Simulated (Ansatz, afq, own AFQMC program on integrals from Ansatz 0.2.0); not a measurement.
**Hf⁺, quartet in def2-SVP, levels against full CI**

A free Hf cation.

Basis def2-SVP with its core potentials. Noble-gas cores (and the filled d shells of Ga–Kr and In–Xe) are frozen. AFQMC by an in-house program on the Cholesky factors that Ansatz 0.2.0 writes for its CCSD(T) run. ph-AFQMC/CISD is guided by a CISD state made of CCSD amplitudes; releasing the constraint for a short imaginary time cuts its bias at the price of noise, slowly where states lie close. Uncertainties: one standard error, sampling alone. No spin–orbit coupling. The metal's outer-core s and p shells are frozen, which shifts wave-function levels against functionals.

Determinant: ROHF, the one that the program's search chose, which needn't be the lowest solution.

Full CI on the same integrals is exact in this basis and with this determinant's frozen core.

Cautions: no spin-orbit coupling; outer-core shells of the metal frozen; another spin lies lower (by 285 meV).

The T1 diagnostic is 0.0029 and the weight of the determinant in the CISD state is 0.992. The size of the correlated space is 3 electrons in 28 orbitals.

| level | correlation energy (eV) |
| --- | --- |
| MP2 | -0.2188 |
| CCSD | -0.2953 |
| CCSD(T) | -0.2961 |

(1) Estimate where phaseless AFQMC with a CISD trial lies against CCSD(T) on the same integrals.

(1) 0.2 ± 0.1 meV below CCSD(T). The gap is under twice the noise, so this walk alone can't tell the two apart.

Reference: full CI, correlation energy -0.296 eV. The released energy is read at 3.00 1/Eh, later times being too noisy (meV from the phaseless value at times in 1/Eh: -0.29 ± 0.20 at 0.60, -0.31 ± 0.20 at 1.20, -8 ± 6 at 2.00, -5 ± 4 at 3.00, 46 ± 45 at 4.20).

```tsv
level	E − E(reference) (meV)	share of correlation (%)
CCSD(T)	0.4	99.87
ph-AFQMC/CISD	0.2 ± 0.1	99.93
released AFQMC	-4.7 ± 4.3	101.59
```

A walk keeps the symmetry of its determinant, which the program's search chose and which needn't be the lowest solution, so a lower state of the same spin and another symmetry isn't excluded. Released energies are given only where the last usable release times agree within the noise; a slower fall can still hide under it.
